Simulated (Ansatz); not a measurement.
Relaxation of AlSi2⁺ with RKS PBE0-D4/def2-TZVP.

```sh
$ ansatz run in.yaml --threads 4 --pin off --events-out ev --progress --plain --max-ram 3916MiB
```

```yaml
crystal:
  periodic: [false, false, false]
  atoms:
    - {symbol: Al, position_ang: [-0.662800, 1.276170, -0.135690]}
    - {symbol: Si, position_ang: [0.521130, -0.664640, -1.101950]}
    - {symbol: Si, position_ang: [0.141670, -0.611530, 1.237640]}
basis:
  gaussian: {orbitals: def2-TZVP}
total_charge: 1
hamiltonian: {xc: pbe0, dispersion: d4}
scf: {lower_state_search: "off"}
output: {orbitals: {seedname: orbitals}}
relax: {f_tol: 0.02, max_steps: 100}
```

Run time 2.8 s (4 threads of Arm Neoverse V1 on a shared host).

Positions (Å) and forces (eV/Å) at steps 1, 2, 3, 4 of 4:

```xyz
3
step=1 energy=-22332.2249 eV
Al   -0.663    1.276   -0.136    0.398   -0.766    0.081
Si    0.521   -0.665   -1.102   -0.377    0.408    1.059
Si    0.142   -0.612    1.238   -0.020    0.358   -1.140
3
step=2 energy=-22332.3272 eV
Al   -0.644    1.241   -0.132    0.149   -0.287    0.030
Si    0.505   -0.646   -1.062   -0.136    0.153    0.363
Si    0.139   -0.595    1.194   -0.013    0.135   -0.393
3
step=3 energy=-22332.3384 eV
Al   -0.637    1.226   -0.131    0.020   -0.038    0.004
Si    0.499   -0.638   -1.048   -0.020    0.021    0.058
Si    0.138   -0.588    1.179    0.000    0.017   -0.062
3
step=4 energy=-22332.3387 eV
Al   -0.636    1.224   -0.130    0.000    0.001    0.000
Si    0.498   -0.637   -1.046    0.000    0.000   -0.001
Si    0.138   -0.587    1.176    0.000   -0.001    0.002
```

The restricted singlet is unstable: a solution with broken spin symmetry lies lower. At PBE0-D4/def2-TZVP a triplet of charge 1 lies 0.18 eV below the restricted singlet, each at its own geometry. The structure comes from a short search, and lower isomers may exist.
